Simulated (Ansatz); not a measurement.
# CH2ClSi−: one structure at several levels

One table from this session's results is given with a row withheld; the runs are named, their logs left out.

Computed with Ansatz 0.2.0, Gaussian basis. Level: single points in def2-TZVPPD.

Cores are frozen in the correlated methods.

## The system as given

SMILES `[SiH-]=CCl`, 5 atoms, charge -1, spin multiplicity 1.

Atoms are counted from 1 here; the program's logs count them from 0.

Bond lengths: Si1–C2 1.724 Å, Si1–H4 1.561 Å, C2–Cl3 1.818 Å, C2–H5 1.086 Å. Angles: C2–Si1–H4 100.9°, Si1–C2–Cl3 119.7°, Si1–C2–H5 130.9°, Cl3–C2–H5 109.1°.

As a file:

```xyz
5
CH2ClSi
Si   -0.3804    0.6827   -1.0519
C     0.3174   -0.1920    0.2601
Cl    2.1259   -0.3279    0.3904
H    -1.9005    0.5266   -0.7347
H    -0.1371   -0.6360    1.1403
```

Set-up of the first run:

Contents of run/in.yaml:

```yaml
crystal:
  periodic: [false, false, false]
  atoms:
    - {symbol: Si, position_ang: [-0.380400, 0.682700, -1.051900]}
    - {symbol: C, position_ang: [0.317400, -0.192000, 0.260100]}
    - {symbol: Cl, position_ang: [2.125900, -0.327900, 0.390400]}
    - {symbol: H, position_ang: [-1.900500, 0.526600, -0.734700]}
    - {symbol: H, position_ang: [-0.137100, -0.636000, 1.140300]}
basis:
  gaussian: {orbitals: "def2-TZVPPD.json"}
total_charge: -1
correlation: {method: ccsd_t}
output: {forces: true}
```

The basis file named in the input lies beside it (Basis Set Exchange, JSON).

The command line of these runs was not kept.

Steps of the session up to this table: CCSD(T)/def2-TZVPPD; PBE0-D4/def2-TZVPPD; wB97M-V/def2-TZVPPD; r2SCAN-D4/def2-TZVPPD; PBE-D4/def2-TZVPPD; LC-wPBE/def2-TZVPPD; SPW92/def2-TZVPPD.

One table of the session follows, with a row left open; its other results are not shown here.

```
   method  RMS force component (eV/Å)  angle to CCSD(T) forces (°)
  CCSD(T)                       0.605                    reference
  PBE0-D4                       0.481                         15.2
  wB97M-V                           ?                            ?
r2SCAN-D4                       0.494                          9.6
   PBE-D4                       0.555                         13.4
  LC-wPBE                       0.395                         30.9
    SPW92                       0.478                         30.6
```

Estimate the missing values for wB97M-V.

The run gave: RMS force component (eV/Å): 0.418; angle to CCSD(T) forces (°): 10.9. In the column «RMS force component (eV/Å)» it lies between LC-wPBE (0.395) and SPW92 (0.478).
